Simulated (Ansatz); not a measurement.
**BH2− (triplet): B2PLYP, RPA-PBE over a scan of the scale of all distances, 6-31++G****

How well do these functionals follow the top wave-function level for BH2− (triplet) over a scan of the scale of all distances?

The runs use Ansatz 0.2.0, Gaussian basis; 6-31++G**, all electrons in the functionals, frozen cores in the correlation of double hybrids and RPA.

To be run: B2PLYP, RPA-PBE, at 0.873; 1.000; 1.109; 1.323; 1.479; 1.721; 1.961; 2.354.

17 further runs of the same task are left out: 12 that didn't finish, 5 set aside as unsound or not needed.

## Step 1: The geometry

The geometry derives from a PBE0/def2-TZVPD stationary point (not a proven minimum). All distances are scaled together.

3 atoms, charge -1, spin multiplicity 3.

Atoms are counted from 1 here; the program's logs count them from 0.

Bond lengths: B1–H2 1.209 Å, B1–H3 1.209 Å. Angles: H2–B1–H3 128.9°.

Geometry (Å):

```xyz
3
BH2
B     0.0000   -0.0819    0.0000
H     0.0000    0.4392   -1.0911
H     0.0000    0.4392    1.0911
```

No dispersion term is added.

The geometry shown and the zero of energy belong to the point 1.000. The yardstick, FCI, and other wave-function levels (R restricted, U unrestricted, valence and pair active spaces) come from earlier runs.

## Step 2: B2PLYP, 0.873

in.yaml

```yaml
crystal:
  periodic: [false, false, false]
  atoms:
    - {symbol: B, position_ang: [0.000000, -0.071493, 0.000000]}
    - {symbol: H, position_ang: [0.000000, 0.383413, -0.952507]}
    - {symbol: H, position_ang: [0.000000, 0.383413, 0.952507]}
basis:
  gaussian: {orbitals: "6-31++G**"}
total_charge: -1
magnetization: {spin_polarized: true, initial_magnetization: 2}
hamiltonian: {xc: {name: B2PLYP}}
correlation: {electrons: outside_noble_gas}
```

On the command line:

```console
ansatz run in.yaml --threads 1 --pin off --events-out ev --progress --plain --max-ram 2393MiB
```

The runs that follow: B2PLYP, 1.000; B2PLYP, 1.109; B2PLYP, 1.323; B2PLYP, 1.479; B2PLYP, 1.721; B2PLYP, 1.961; B2PLYP, 2.354; RPA-PBE, 0.873; RPA-PBE, 1.000; RPA-PBE, 1.109; RPA-PBE, 1.323; RPA-PBE, 1.479; RPA-PBE, 1.721; RPA-PBE, 1.961; RPA-PBE, 2.354.

Before running them: what should the planned runs give, taken together? Wanted: span of the FCI curve; largest miss, B2PLYP; largest miss, RPA-PBE.

**Answer**, as computed:

| quantity | value |
| --- | --- |
| span of the FCI curve | 133.8 kcal/mol |
| largest miss, B2PLYP | +2.0 kcal/mol (1.961) |
| largest miss, RPA-PBE | -11.9 kcal/mol (2.354) |

What this shows: Of the functionals, B2PLYP keep the smallest largest miss at the points compared (at most 2.0 kcal/mol) and RPA-PBE strays most (11.9 kcal/mol, at 2.354). Functionals and the yardstick converge differently with the basis, so part of each miss in 6-31++G** is the basis.
